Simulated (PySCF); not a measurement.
## Computed χzz against gas-phase spectroscopy

Values to reproduce (atoms as numbered below): 14N at N4/N5: χzz = -5.682 MHz [1].
[1] measured, gas; W. C. Bailey, Calculation of NQCC in Gaseous State Molecules (compilation of microwave values)

Pyridazine, C4H4N2.
Z-matrix (Å and degrees, GFN2-xTB geometry), rows numbered from 1:
```
C 
C   1  1.3807
C   2  1.3944  1  116.72
N   3  1.3186  2  122.83  1    -0.00
N   4  1.2985  3  120.45  2     0.13
C   5  1.3186  4  120.45  3    -0.10
H   1  1.0798  2  122.04  3   179.89
H   2  1.0798  1  122.04  3   179.97
H   3  1.0810  2  121.75  1  -179.98
H   6  1.0810  1  121.73  2  -179.81
```

Question: What do the calculations give?

Answer: PySCF, non-relativistic, all at one geometry, with Q(14N) = 0.02044 b, means over equivalent atoms:

```tsv
level	functions	14N N4/N5 (MHz)	computed/reference − 1 (%)
B3LYP/pcJ-1	202	-6.401	+12.6
PBE0/pcSseg-1	122	-6.379	+12.3
```

Closest here is PBE0/pcSseg-1 (12.3 % unsigned error), furthest B3LYP/pcJ-1 (12.6 %); one molecule doesn't rank methods. Computed values are for fixed nuclei, while measured ones can include vibrational averaging. GFN2-xTB bond lengths can be off by several hundredths of an ångström, more for odd bonds, and the gradients follow them.
